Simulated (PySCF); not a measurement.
**Ways to converge the SCF of SiP**

Do solver options change the result for SiP, or only the number of cycles?

Program: PySCF 2.14.0. Level of theory: method and basis as typed in the scripts. These are calculated values, not measurements.

3 further runs of the same task are left out: 3 that didn't finish.

## 1. The starting structure

SiP: 2 atoms, charge 0, spin multiplicity 2.

Bond lengths: Si1–P2 1.962 Å.

## 2. Base script

Input file input.py:

```python
from pyscf import gto, scf, cc

mol = gto.M(
    atom='Si 0 0 0; P 0 0 1.962',
    basis='cc-pvdz-dk',
    charge=0,
    spin=1,
    verbose=3,
)
mf = scf.ROHF(mol)
mf = mf.sfx2c1e()
mf.kernel()
mycc = cc.CCSD(mf, frozen=10)
mycc.kernel()
mf.dip_moment()
print('orbital energies (hartree):', mf.mo_energy[..., max(0, mol.nelec[1]-3):mol.nelec[0]+3].round(4))
```

Command:

```console
$ OMP_NUM_THREADS=1 python input.py
```

The log of this run is left out.

It gives: E(SCF) = -630.989602 Eh, E(CCSD) − E(SCF) = -0.21730 Eh, μ = 1.75 D (of the SCF density).

The bond length is a typed value, not an optimised one.

## 3. Point-group symmetry on

Run 1 changes point-group symmetry: off → on.

Input file input.py:

```python
from pyscf import gto, scf, cc

mol = gto.M(
    atom='Si 0 0 0; P 0 0 1.962',
    basis='cc-pvdz-dk',
    charge=0,
    spin=1,
    symmetry=True,
    verbose=3,
)
mf = scf.ROHF(mol)
mf = mf.sfx2c1e()
mf.kernel()
mycc = cc.CCSD(mf, frozen=10)
mycc.kernel()
mf.dip_moment()
print('orbital energies (hartree):', mf.mo_energy[..., max(0, mol.nelec[1]-3):mol.nelec[0]+3].round(4))
```

Command:

```console
$ OMP_NUM_THREADS=1 python input.py
```

## 4. Initial guess hcore

Run 2 changes initial guess: minao → hcore.

input.py: that of step 2 with these lines changed.

```diff
@@ -11,2 +11,3 @@
 mf = mf.sfx2c1e()
+mf.init_guess = 'hcore'
 mf.kernel()
```

## 5. Level shift 0.1 hartree

Run 3 changes level shift: none → 0.1 hartree.

input.py: that of step 2 with these lines changed.

```diff
@@ -11,2 +11,3 @@
 mf = mf.sfx2c1e()
+mf.level_shift = 0.1
 mf.kernel()
```

**Question.** What will these runs give? Wanted: for each run, E(SCF); from base; SCF dipole; after the SCF.

**Answer**, as computed:

| run | E(SCF) (hartree) | from base (eV) | SCF dipole (D) | after the SCF |
| --- | --- | --- | --- | --- |
| base | -630.989602 | 0 | 1.75 | CCSD correlation -5.913 eV, core frozen |
| point-group symmetry on | -630.989602 | 0.0000 | 1.75 | CCSD correlation -5.913 eV, core frozen |
| initial guess hcore | -630.989602 | 0.0000 | 1.75 | CCSD correlation -5.913 eV, core frozen |
| level shift 0.1 hartree | -630.989602 | 0.0000 | 1.75 | CCSD correlation -5.913 eV, core frozen |

**Reading.** No change of the SCF energy comes from point-group symmetry on or initial guess hcore or level shift 0.1 hartree.
